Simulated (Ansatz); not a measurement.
Worked example: vertical energy of the triplet above the singlet of SiHCl (SMILES [SiH]Cl)

SiHCl has 3 atoms, charge 0, and is taken as a singlet. As SMILES, `[SiH]Cl`. Geometry: relaxed at PBE0-D4/def2-TZVP.

```xyz
3

Si   -0.5483    0.5710   -0.2339
Cl    1.2754    0.3528    0.7362
H    -0.7271   -0.9238   -0.5023
```

Both states at this one shape; open shells run unrestricted unless said. 1 Eh = 27.2114 eV.

| level | program | singlet SiHCl (Eh) | triplet SiHCl (Eh) |
| --- | --- | --- | --- |
| HF/3-21G | Ansatz | -745.265280 | -745.229299 |
| HF/cc-pVTZ | Ansatz | -749.041042 | -749.003133 |
| revPBE/cc-pVTZ | Ansatz | -750.168981 | -750.114990 |

Question: Work out the vertical gap, second state less first, at each level.

Answer: 
1. HF/3-21G: -745.229299 − (-745.265280) = 0.035981 Eh = 0.98 eV.
2. HF/cc-pVTZ: -749.003133 − (-749.041042) = 0.037909 Eh = 1.03 eV.
3. revPBE/cc-pVTZ: -750.114990 − (-750.168981) = 0.053991 Eh = 1.47 eV.

No measured value is set beside it here; the levels span 0.98 to 1.47 eV. Hartree–Fock favours the state with fewer electron pairs, since it lacks pair correlation.
